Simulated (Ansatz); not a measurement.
# One shape, several levels: NH3 (ammonia)

We compute a comparison of 6 runs (PBE/6-31G, PBE0/3-21G, UPBE/6-31G, r2SCAN/3-21G, CCSD/6-31G, CCSD(T)/3-21G) of NH3 (ammonia). 

Program for the calculation: Ansatz 0.2.0.

48 further runs of the same task are left out: 48 set aside as unsound or not needed.

**1. The system as given**

NH3: 4 atoms, total charge 0, spin state singlet. As SMILES, `N`. The H2–N1 distance was set to 1.519 Å, away from the relaxed value. At this shape a bond of the SMILES string is far longer than usual.

Bond lengths: N1–H3 1.013 Å, N1–H4 1.013 Å. Angles: H3–N1–H4 107.1°. A long bond or contact: N1–H2 1.519 Å.

**2. A single-point energy at PBE/6-31G (run 1)**

in.yaml reads:

```yaml
crystal:
  periodic: [false, false, false]
  atoms:
    - {symbol: "N", position_ang: [-0.350120, 0.525135, -0.208218]}
    - {symbol: H, position_ang: [0.490470, -0.301820, 0.749180]}
    - {symbol: H, position_ang: [-1.167690, -0.026275, -0.438058]}
    - {symbol: H, position_ang: [0.186710, 0.629945, -1.060348]}
basis:
  gaussian:
    orbitals: 6-31G
hamiltonian:
  xc: pbe
accuracy: high
```

Run with:

```bash
$ ansatz run in.yaml --threads 1 --pin off --max-ram 3480MiB --events-out events.jsonl --progress --plain --runs-dir runs
```

The log of the run:

```text
Warning: RAYON_NUM_THREADS=1 ignored (pool sized by the plan → 1); use --threads N
Functional definition: PBE
  name "PBE"
  parameter kappa = 0.804
  parameter beta = 0.06672455060314922
  exchange = pbe_x(kappa = kappa, mu = beta*pi^2/3)
  correlation = pbe_c(beta = beta)
349 factors; integrals over basis functions are off by at most 9.2e-9 eV
mean field evaluation 1: about -1526.6315 eV, gradient 5.8e1 eV
mean field evaluation 2: about -1501.4722 eV, gradient 9.6e1 eV
mean field evaluation 4: about -1533.9385 eV, gradient 6.3e0 eV
mean field evaluation 8: about -1534.1102 eV, gradient 4.2e-2 eV
mean field evaluation 16: about -1534.1102 eV, gradient 2.8e-6 eV
mean field -1534.11017310 eV, -56.3775090042 hartree, gradient 7.8e-9 eV, S^2 0.000000; 0 other end points of the search recorded, 0 dependent functions left out
reference -1534.11017465 eV, -56.3775090613 hartree; 5, 5 occupied and 10, 10 virtual orbitals, 349 factors
Total energy: -1534.11017465 eV, -56.3775090613 hartree
```

It took 0.28 s on 1 thread of Intel Xeon 6975P-C (Granite Rapids), shared host.

**3. A single-point energy at PBE0/3-21G (run 2)**

job.yaml reads:

```yaml
basis:
  gaussian: {orbitals: 3-21G.json}
crystal:
  periodic: [false, false, false]
  atoms:
    - symbol: N
      position_ang: [-0.350120, 0.525135, -0.208218]
    - symbol: H
      position_ang: [0.490470, -0.301820, 0.749180]
    - symbol: H
      position_ang: [-1.167690, -0.026275, -0.438058]
    - symbol: H
      position_ang: [0.186710, 0.629945, -1.060348]
magnetization: {spin_polarized: false}
hamiltonian: {xc: pbe0}
accuracy: high
```

The basis set 3-21G is read from a file made from the Basis Set Exchange's data (not shown).

Run with:

```bash
$ ansatz run job.yaml --threads 1 --pin off --max-ram 3480MiB --events-out events.jsonl --progress --plain --runs-dir runs
```

The log of the run:

```text
Warning: RAYON_NUM_THREADS=1 ignored (pool sized by the plan → 1); use --threads N
Functional definition: PBE0
  name "PBE0"
  parameter a = 0.25
  parameter kappa = 0.804
  parameter beta = 0.06672455060314922
  exchange = (1 - a)*pbe_x(kappa = kappa, mu = beta*pi^2/3) + a*exact_x
  correlation = pbe_c(beta = beta)
290 factors; integrals over basis functions are off by at most 5.0e-9 eV
mean field evaluation 1: about -1522.5132 eV, gradient 4.0e1 eV
mean field evaluation 2: about -1518.0726 eV, gradient 5.6e1 eV
mean field evaluation 4: about -1526.0394 eV, gradient 6.4e-1 eV
mean field evaluation 8: about -1526.0328 eV, gradient 1.0e-2 eV
mean field evaluation 16: about -1526.0328 eV, gradient 1.9e-7 eV
mean field -1526.03276215 eV, -56.0806696267 hartree, gradient 5.7e-9 eV, S^2 0.000000; 0 other end points of the search recorded, 0 dependent functions left out
reference -1526.03276314 eV, -56.0806696632 hartree; 5, 5 occupied and 10, 10 virtual orbitals, 290 factors
Total energy: -1526.03276314 eV, -56.0806696632 hartree
```

Run time: 0.26 s. Hardware: 1 thread of Intel Xeon 6975P-C (Granite Rapids), shared host.

**4. The energy at UPBE/6-31G (run 3)**

run.yaml reads:

```yaml
basis:
  gaussian:
    orbitals: 6-31G
crystal:
  periodic: [false, false, false]
  atoms:
    - {symbol: N, position_ang: [-0.350120, 0.525135, -0.208218]}
    - {symbol: H, position_ang: [0.490470, -0.301820, 0.749180]}
    - {symbol: H, position_ang: [-1.167690, -0.026275, -0.438058]}
    - {symbol: H, position_ang: [0.186710, 0.629945, -1.060348]}
hamiltonian:
  xc: pbe
magnetization:
  spin_polarized: true
accuracy: high
```

Run with:

```bash
$ ansatz run run.yaml --threads 1 --pin off --max-ram 3480MiB --events-out events.jsonl --progress --plain --runs-dir runs
```

The log of the run:

```text
Warning: RAYON_NUM_THREADS=1 ignored (pool sized by the plan → 1); use --threads N
Functional definition: PBE
  name "PBE"
  parameter kappa = 0.804
  parameter beta = 0.06672455060314922
  exchange = pbe_x(kappa = kappa, mu = beta*pi^2/3)
  correlation = pbe_c(beta = beta)
349 factors; integrals over basis functions are off by at most 9.2e-9 eV
mean field evaluation 1: about -1526.6315 eV, gradient 4.1e1 eV
mean field evaluation 2: about -1501.4722 eV, gradient 6.8e1 eV
mean field evaluation 4: about -1533.9385 eV, gradient 4.4e0 eV
mean field evaluation 8: about -1534.1102 eV, gradient 2.9e-2 eV
mean field evaluation 16: about -1534.1102 eV, gradient 3.0e-7 eV
mean field -1534.11017310 eV, -56.3775090042 hartree, gradient 6.6e-8 eV, S^2 0.000000; 0 other end points of the search recorded, 0 dependent functions left out
reference -1534.11017465 eV, -56.3775090613 hartree; 5, 5 occupied and 10, 10 virtual orbitals, 349 factors
Total energy: -1534.11017465 eV, -56.3775090613 hartree
```

Run time: 0.48 s. Hardware: 1 thread of Intel Xeon 6975P-C (Granite Rapids), shared host.

Runs 4 to 5 aren't shown in full; the table further down has their settings and results.

**5. A single-point energy at CCSD(T)/3-21G (run 6)**

job.yaml reads:

```yaml
crystal:
  periodic: [false, false, false]
  atoms:
    - {symbol: N, position_ang: [-0.350120, 0.525135, -0.208218]}
    - {symbol: H, position_ang: [0.490470, -0.301820, 0.749180]}
    - {symbol: H, position_ang: [-1.167690, -0.026275, -0.438058]}
    - {symbol: H, position_ang: [0.186710, 0.629945, -1.060348]}
basis:
  gaussian:
    orbitals: 3-21G.json
correlation:
  method: ccsd_t
  frozen_orbitals: {H: 0, "N": 1}
scf:
  omitted_lower_state_checks: [cluster_reference, increment]
accuracy: high
total_charge: 0
```

The basis set 3-21G is read from a file made from the Basis Set Exchange's data (not shown).

Run with:

```bash
$ ansatz run job.yaml --threads 1 --pin off --max-ram 3480MiB --events-out events.jsonl --progress --plain --runs-dir runs
```

The log of the run, shortened:

```text
Warning: RAYON_NUM_THREADS=1 ignored (pool sized by the plan → 1); use --threads N
Functional definition: HF
  name "HF"
[...]
290 factors; integrals over basis functions are off by at most 5.0e-9 eV
[...]
mean field -1517.82649314 eV, -55.7790948033 hartree, gradient 2.0e-8 eV, S^2 0.000000; 0 other end points of the search recorded, 0 dependent functions left out; unrestricted orbitals would lower it
1 core orbitals not correlated: weight in the atoms' cores, before any rotation towards them, 1.000 or more for the frozen orbitals, at most 0.000 for the correlated occupied ones
reference -1517.82649314 eV, -55.7790948033 hartree; 4, 4 occupied and 10, 10 virtual orbitals, 290 factors
second order -3.41292969 eV of doubles, -0.00000000 eV of singles
cycle   1  -3.66344717 eV  change   -2.5e-1 eV  update   5.8e-2
[...]
cycle  20  -3.94749630 eV  change   4.7e-10 eV  update  9.8e-10
perturbative correction -0.08884905 eV, -0.0032651423 hartree
Total energy: -1521.86283850 eV, -55.9274277591 hartree
Checks for a lower state left out: cluster_reference, increment
```

It took 0.12 s on 1 thread of Intel Xeon 6975P-C (Granite Rapids), shared host.

**6. All runs side by side**

```tsv
run	level	frozen core orbitals	energy (Eh)	wall time
1	PBE/6-31G	–	-56.377509	0.28 s
2	PBE0/3-21G	–	-56.080670	0.26 s
3	UPBE/6-31G	–	-56.377509	0.48 s
4	r2SCAN/3-21G	–	-56.115576	0.58 s
5	CCSD/6-31G	1	-56.215972	0.1 s
6	CCSD(T)/3-21G	1	-55.927428	0.12 s
```

**7. Summary of results**

| quantity | value |
| --- | --- |
| run 6: total energy | -55.92743 Eh |
| run 6: correlation energy (1 core orbital frozen) | -148.3 mEh |
| run 6: (T) correction | -3.27 mEh |
| run 6: T1 diagnostic | 0.012 |

In words: Totals of different functionals can't be ranked against each other. In runs 5, 6 the log says that unrestricted orbitals would lower the reference, so the values rest on an unstable closed-shell determinant (other closed-shell runs at this shape may share the fault). All runs together took 1.8 s, the longest 0.58 s.
